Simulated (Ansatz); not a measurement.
`CC(C)(C)C#N` + H₂ → `CC(C)C#N` + CH₄ at 600 K and 1 bar (hydrogenolysis of a C–C bond).

Isolated molecules relaxed with PBE0-D4/def2-TZVP in Ansatz; ΔE leaves out vibrations. CCSD(T)/CBS is the MP2 limit (def2-TZVPP, def2-QZVPP) plus CCSD(T) − MP2 in def2-TZVPP, frozen cores. This one scheme is used for every species.

| species | CCSD(T)/CBS energy (Eh) | H − E (kJ/mol) | S (J/(mol·K)) |
| --- | --- | --- | --- |
| `CC(C)(C)C#N` | -250.38233 | 412.0 | 437.8 |
| H₂ | -1.17544 | 43.9 | 150.8 |
| `CC(C)C#N` | -211.11809 | 325.7 | 398.8 |
| CH₄ | -40.46206 | 140.4 | 215.7 |

H − E and S are ideal-gas, rigid-rotor, harmonic terms from PBE0-D4/def2-TZVP. The MP2-based limit puts H₂ 0.8 mEh under its directly extrapolated value; such offsets cancel only in part. 1 Eh = 2625.50 kJ/mol, R = 8.31446 J/(mol·K).

By hand: ΔE, ΔH, ΔS and ΔG.

ΔE = (-211.11809) + (-40.46206) − (-250.38233) − (-1.17544) = -0.02238 Eh = -58.8 kJ/mol. Δ(H − E) = 325.7 + 140.4 − 412.0 − 43.9 = 10.2, so ΔH = -48.6 kJ/mol. ΔS = 398.8 + 215.7 − 437.8 − 150.8 = 25.9 J/(mol·K). ΔG = -48.6 − 600 × (25.9)/1000 = -64.1 kJ/mol.

By hand: the equilibrium constant, and the temperature at which ΔG would vanish if ΔH and ΔS stayed fixed.

log₁₀ K = −ΔG/(RT ln 10) = 5.6. ΔH and −TΔS have one sign here, so there is no such temperature.

ΔH outweighs TΔS. A doubt of 5 kJ/mol in ΔE shifts log₁₀ K by 0.4 here. These are equilibria of isolated gas molecules and say nothing of rates. Largest T1 diagnostic: 0.011 (customary marks: 0.02 for closed shells, 0.045 for open ones).
